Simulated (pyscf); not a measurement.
Single points on ωB97X-D3(BJ)/def2-SVP structures (PySCF, gas phase).

Estimate the classical barrier height and the reaction energy of H₂N–Ti(NH₂)(NH₂)–Cl (SMILES [NH2][Ti]([NH2])([NH2])[Cl]) + H₂ (SMILES [H][H]) → H₂N–TiH(NH₂)–Cl (SMILES [NH2][TiH]([NH2])[Cl]) + NH₃ (SMILES N) at ωB97M-D3(BJ)/def2-TZVP. The step runs on the singlet surface, breaks N–Ti, H–H and forms H–Ti, H–N; take the separated reactants as zero.

ΔE‡ = 1.22 eV, ΔE = +0.80 eV. Zero-point energy shifts the barrier by +0.14 eV. It is a four-centre exchange, with an imaginary mode of 1208i cm⁻¹. On the product side the descent ends in an adduct with a N–Ti contact (not fully relaxed), 0.72 eV under the separated species and 1.04 eV under the saddle at ωB97X-D3(BJ)/def2-TZVP. What is counted as broken (N–Ti) persists as a longer contact in the product adduct; parting that adduct is a step of its own. At the saddle there is also a short H–Ti contact that neither side keeps. This is the saddle that the search found; another between the same sides may lie lower.
